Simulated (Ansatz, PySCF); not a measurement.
Molecule: AlF2 (charge 0, doublet). It need not be the lowest isomer of its formula. 
Coordinates optimised at B3LYP-D3(BJ)/def2-TZVP (Ansatz, a first-principles code):
```xyz
3

Al    -0.0022     0.4808     0.0049
F      1.4323    -0.3405    -0.0081
F     -1.4291    -0.3540     0.0011
```
Charge 0, spin multiplicity 2.

Property: atomisation energy (electronic, to ground-state atoms), in kcal/mol. Correlated levels leave the core frozen unless marked. UHF or UKS for open shells. No spin-orbit coupling. Non-relativistic. The coupled-cluster limit lacks core correlation, which all-electron functionals hold. CBS(X,Y): correlation extrapolated as X^-3; Hartree-Fock from the larger set.

```csv
level,program,atomisation energy (kcal/mol)
HF-D3(BJ)/def2-TZVPD,PySCF + dftd3,[?]
revPBE-D4/def2-TZVPD,Ansatz + dftd4,263.7
revPBE/def2-TZVPD,Ansatz,261.3
BP86-D4/def2-TZVPD,PySCF + dftd4,272.3
r2SCAN/def2-TZVPD,Ansatz,271.8
PBE0/6-31G*,Ansatz,[?]
PBE0-D3(BJ)/def2-TZVPD,Ansatz + dftd3,262.3
PBE0/def2-TZVP,Ansatz,[?]
TPSSh/def2-TZVPD,PySCF,262.7
CAM-B3LYP/def2-TZVPD,Ansatz,268.4
LC-wPBE-D4/def2-TZVPD,Ansatz + dftd4,272.2
wB97X-V/def2-TZVPD,Ansatz,266.3
B2GP-PLYP/def2-TZVPD,Ansatz,267.3
SCS-MP2/6-31G,Ansatz,211.9
SCS-MP2/cc-pV(T+d)Z,Ansatz,268.7
SCS-MP2/cc-pV(Q+d)Z,Ansatz,277.0
CCSD/cc-pV(D+d)Z,Ansatz,[?]
"CCSD(T)/CBS(cc-pV(T+d)Z,cc-pV(Q+d)Z)",Ansatz,272.4
```

### Question
What belongs in the gaps?

### Answer

- HF-D3(BJ)/def2-TZVPD, atomisation energy (kcal/mol): 209.0
- PBE0/6-31G*, atomisation energy (kcal/mol): 257.5
- PBE0/def2-TZVP, atomisation energy (kcal/mol): 261.8
- CCSD/cc-pV(D+d)Z, atomisation energy (kcal/mol): 234.5
